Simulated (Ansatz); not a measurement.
Ag (fcc): energy against volume

Theory: Ansatz, DFT, LDA (PW92), plane waves (420 eV) with PAW, scalar-relativistic. The PAW files were generated under PBE, with cores re-solved for the functional.

The cell is scaled uniformly from the relaxed one, with fractional coordinates and shape fixed. Energies are extrapolated to zero smearing, pressures are those at the given smearing. Magnetic state: spin not included.

A Birch-Murnaghan fit gives V₀ = 16.01 Å³/atom, B₀ = 139 GPa, B₀′ = 5.6.

(1) What are the energy above the minimum and the pressure at 15.352 Å³/atom?

(2) What are the energy above the minimum and the pressure at 16.631 Å³/atom?

(3) What are the energy above the minimum and the pressure at 17.271 Å³/atom?

Results:

(1) 12.9 meV/atom and 6.59 GPa as computed.

(2) 9.6 meV/atom and -4.73 GPa as computed.

(3) 36.3 meV/atom and -8.48 GPa as computed.
